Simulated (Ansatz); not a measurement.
**C2H7B: small, medium and large basis sets**

The task here is to estimate one member of a computed series from the others.

Computed with Ansatz 0.2.0, Gaussian basis. Level: one geometry, several basis sets.

The runs, in order: PBE0-D4/def2-SVP; ωB97M-V/def2-SVP; PBE0-D4/def2-QZVPP; ωB97M-V/def2-QZVPP; the functionals' def2-TZVPP values are taken from earlier runs.

1 further run of the same task is left out (it didn't finish).

### The geometry

The geometry comes from an earlier relaxation with PBE0-D4 in a triple-zeta def2 set; it is a stationary point, not always the lowest conformer.

SMILES `CBC`, 10 atoms, charge 0, spin multiplicity 1.

Atoms are counted from 1 here; the program's logs count them from 0.

Bond lengths: C1–B2 1.558 Å, C1–H4 1.102 Å, C1–H5 1.093 Å, C1–H6 1.092 Å, B2–C3 1.557 Å, B2–H7 1.204 Å, C3–H8 1.093 Å, C3–H9 1.092 Å, C3–H10 1.102 Å. Angles: B2–C1–H4 105.5°, B2–C1–H5 113.7°, B2–C1–H6 115.1°, H4–C1–H5 105.0°, H4–C1–H6 106.8°, H5–C1–H6 109.9°, C1–B2–C3 123.5°, C1–B2–H7 118.3°, C3–B2–H7 118.3°, B2–C3–H8 113.8°, B2–C3–H9 115.0°, B2–C3–H10 105.4°, H8–C3–H9 109.9°, H8–C3–H10 105.1°, H9–C3–H10 106.8°.

Set-up of the first run:

Contents of in.yaml:

```yaml
crystal:
  periodic: [false, false, false]
  atoms:
    - {symbol: C, position_ang: [-0.866805, 0.874563, -0.607256]}
    - {symbol: B, position_ang: [0.104576, -0.333622, -0.456426]}
    - {symbol: C, position_ang: [0.826508, -0.693751, 0.875771]}
    - {symbol: H, position_ang: [-1.880143, 0.442100, -0.587092]}
    - {symbol: H, position_ang: [-0.793037, 1.379170, -1.573973]}
    - {symbol: H, position_ang: [-0.820665, 1.609375, 0.199829]}
    - {symbol: H, position_ang: [0.309258, -1.024753, -1.421266]}
    - {symbol: H, position_ang: [0.932735, -1.768576, 1.042962]}
    - {symbol: H, position_ang: [0.414379, -0.217518, 1.768451]}
    - {symbol: H, position_ang: [1.856395, -0.318189, 0.761899]}
basis:
  gaussian: {orbitals: def2-SVP}
hamiltonian: {xc: pbe0, dispersion: d4}
output: {orbitals: {seedname: orbitals}}
```

Steps of the session up to this table: PBE0-D4 in def2-SVP; ωB97M-V in def2-SVP; PBE0-D4 in def2-QZVPP; ωB97M-V in def2-QZVPP.

One of the session's tables, all rows but one given; the rest of the session is left out.

It belongs to the step «Functionals by basis». 

```
functional       basis  HOMO (eV)
   PBE0-D4    def2-SVP      -8.57
   PBE0-D4  def2-TZVPP      -8.64
   PBE0-D4  def2-QZVPP      -8.65
   ωB97M-V    def2-SVP     -10.87
   ωB97M-V  def2-TZVPP          ?
   ωB97M-V  def2-QZVPP     -10.98
```

Q: Estimate the row for ωB97M-V, def2-TZVPP from the others.

The run gave: HOMO (eV): -10.97. In the column «HOMO (eV)» it lies between ωB97M-V, def2-QZVPP (-10.98) and ωB97M-V, def2-SVP (-10.87).
